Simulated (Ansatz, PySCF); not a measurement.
phosphine (H₃P), SMILES P.

Coordinates come from a PBE0-D3(BJ)/def2-TZVPD optimisation.

Two levels are set side by side: PBE/def2-TZVPD (Ansatz, a quantum-chemistry and plane-wave program) and EOM-CCSD/aug-cc-pVDZ (PySCF). PBE by ΔSCF, the other level by its IP root; same geometry, the bases differ. Differences are taken from unrounded values.

```tsv
quantity	EOM-CCSD
vertical ionisation energy (eV)	10.43
```

Q: What does PBE give, and how far is it from EOM-CCSD? (Estimate from the structure and the level; the computed values follow.)

A: 
| quantity | PBE | PBE minus EOM-CCSD |
|---|---|---|
| vertical ionisation energy (eV) | 10.49 | 0.06 |

Here PBE gives about what the other level gives.
